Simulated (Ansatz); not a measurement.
# BeSiH (sextet): the correlation ladder, def2-QZVPP

The task here is to estimate one member of a computed series from the others.

Method: def2-QZVPP, core rule «outside noble gas», up to 6 orbitals frozen; program: Ansatz 0.2.0, Gaussian basis.

Plan: UHF; ROHF; CCSD(T) on UHF.

## What is computed

The geometry is a PBE0/def2-TZVP stationary point (not a proven minimum) of the parent state, kept for this charge and spin.

3 atoms, charge 0, spin multiplicity 6.

Atoms are counted from 1 here; the program's logs count them from 0.

Bond lengths: Si1–Be2 2.079 Å, Si1–H3 1.489 Å. Angles: Be2–Si1–H3 180.0°.

The first run:

Input file in.yaml:

```yaml
crystal:
  periodic: [false, false, false]
  atoms:
    - {symbol: Si, position_ang: [0.000000, 0.000000, 0.196700]}
    - {symbol: Be, position_ang: [0.000000, 0.000000, -1.882500]}
    - {symbol: H, position_ang: [0.000000, 0.000000, 1.685800]}
basis:
  gaussian: {orbitals: "def2-QZVPP.json"}
magnetization: {spin_polarized: true, initial_magnetization: 5}
hamiltonian: {xc: hf}
output: {orbitals: {seedname: orbitals}}
```

The run is started by

```
ansatz run in.yaml --threads 1 --pin off --events-out ev --progress --plain --max-ram 2393MiB
```

Steps of the session up to this table: UHF; ROHF; CCSD(T) on UHF.

One of the session's tables, all rows but one given; the rest of the session is left out.

It belongs to the step «Misses and costs». 

```
  method  from UCCSD(T) (meV)
    ROHF              +3197.0
     UHF              +3086.4
    UMP2               +784.4
   UCCSD                    ?
UCCSD(T)                    0
```

Q: Estimate the row for UCCSD from the others.

The run gave: from UCCSD(T) (meV): +149.0. In the column «from UCCSD(T) (meV)» it lies between UCCSD(T) (0) and UMP2 (+784.4).
